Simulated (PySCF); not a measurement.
Calculation: ωB97X-D3(BJ)/def2-TZVP // PBE0-D3(BJ)/def2-TZVP (PySCF). Isolated molecules, 0 K electronic values unless said otherwise. One relaxed conformer stands for a flexible species; it need not be the lowest. Excitations are Tamm–Dancoff values on a coarser integration grid. The basis has no diffuse functions, so Rydberg states are missing or too high.

Reference species (SMILES): `[F][Al]([F])[F]` (neutral, multiplicity 1).

The S1–T1 gap (TDA) comes out as 0.24 eV and the HOMO comes out as -14.36 eV.

Changed species: `[OH][Al]([OH])[OH]` (3 of 3 F replaced by OH; the reference has 0 of 3 F replaced by OH).

Task: Predict the effect on the S1–T1 gap (TDA) and HOMO.

Result: the S1–T1 gap (TDA) increases by 0.09 eV, to 0.33 eV; the HOMO rises by 2.70 eV, to -11.66 eV.
